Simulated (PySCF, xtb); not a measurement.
hydrogen isocyanide (CHN), SMILES [C-]#[NH+].

GFN2-xTB (xtb) at its own geometry gives an orbital gap of 5.80 eV and a dipole moment of 2.72 D.

Coordinates come from a r2SCAN-D4/def2-TZVPD optimisation.

What does HF/def2-TZVPD (PySCF) give? (The exact figures need the calculation; the answer reports its results.)

gap 15.46 eV (levels -13.37 and 2.09 eV), dipole 2.89 D.
